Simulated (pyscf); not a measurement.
One hydrogen abstraction on the doublet surface with elements of a group swapped. ωB97M-D3(BJ)/def2-TZVP, kcal/mol, from the separated reactants. Structures and frequencies: ωB97X-D3(BJ)/def2-SVP in PySCF.

```json
[
 {"step": "`[F][SiH2]` [doublet] + `[H][H]` → `[F][SiH3]` + `[H]` [doublet]", "barrier": "14.8", "reaction energy": "+9.0", "imaginary mode (i cm⁻¹)": "1118"},
 {"step": "`[Cl][GeH2]` [doublet] + `[H][H]` -> `[Cl][GeH3]` + `[H]` [doublet]", "barrier": "24.1", "reaction energy": "+20.9", "imaginary mode (i cm⁻¹)": "766"},
 {"step": "`[F][GeH2]` [doublet] + `[H][H]` → `[F][GeH3]` + `[H]` [doublet]", "barrier": "…", "reaction energy": "…", "imaginary mode (i cm⁻¹)": "812"},
 {"step": "`[SiH2][Br]` [doublet] + `[H][H]` → `[SiH3][Br]` + `[H]` [doublet]", "barrier": "17.0", "reaction energy": "+12.3", "imaginary mode (i cm⁻¹)": "995"},
 {"step": "`[GeH2][I]` [doublet] + `[H][H]` → `[GeH3][I]` + `[H]` [doublet]", "barrier": "25.3", "reaction energy": "+22.5", "imaginary mode (i cm⁻¹)": "718"},
 {"step": "`[SiH2][I]` [doublet] + `[H][H]` → `[SiH3][I]` + `[H]` [doublet]", "barrier": "17.9", "reaction energy": "+13.5", "imaginary mode (i cm⁻¹)": "950"}
]
```

### Question
Complete the blanks.

### Answer

- `[F][GeH2]` [doublet] + `[H][H]` → `[F][GeH3]` + `[H]` [doublet], barrier: 23.0
- `[F][GeH2]` [doublet] + `[H][H]` → `[F][GeH3]` + `[H]` [doublet], reaction energy: +19.5

Each row is the saddle that its search found. Elements up to Kr have no core potential and no relativistic terms here. Elements past Kr carry the def2 core potentials, without spin-orbit coupling.
